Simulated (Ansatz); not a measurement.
A run of Ansatz (development build ahead of 0.2.0) on singlet PH3 at this shape:

```xyz
4

P    -0.4973    0.1718    0.1529
H    -1.4052   -1.5007    0.3531
H     1.2262   -0.6512    0.0454
H    -0.3661    0.4520    2.0407
```

Its results:

```
Converged                 : yes
Reference energy          : -342.31236 hartree
CCSD correlation energy   : -0.18897 hartree
Triples correction        : -0.00719 hartree
Total energy              : -342.50852 hartree
T1 diagnostic             : 0.021
Largest doubles amplitude : 0.10
```

(1) Which input gives this output? Name the method, the orbitals and the basis set, and write the input.

Answers

(1) RHF-CCSD(T) in cc-pVDZ. An unrestricted run that stays on the closed shell gives the same numbers.

```yaml
crystal:
  periodic: [false, false, false]
  atoms:
    - { symbol: P, position_ang: [-0.49728, 0.17175, 0.15293] }
    - { symbol: H, position_ang: [-1.40516, -1.5007, 0.35311] }
    - { symbol: H, position_ang: [1.22621, -0.65123, 0.04535] }
    - { symbol: H, position_ang: [-0.36615, 0.45199, 2.04066] }
basis:
  gaussian: { orbitals: cc-pVDZ }
hamiltonian:
  xc: hf
correlation:
  method: ccsd_t
  frozen_orbitals: { H: 0, P: 5 }
```
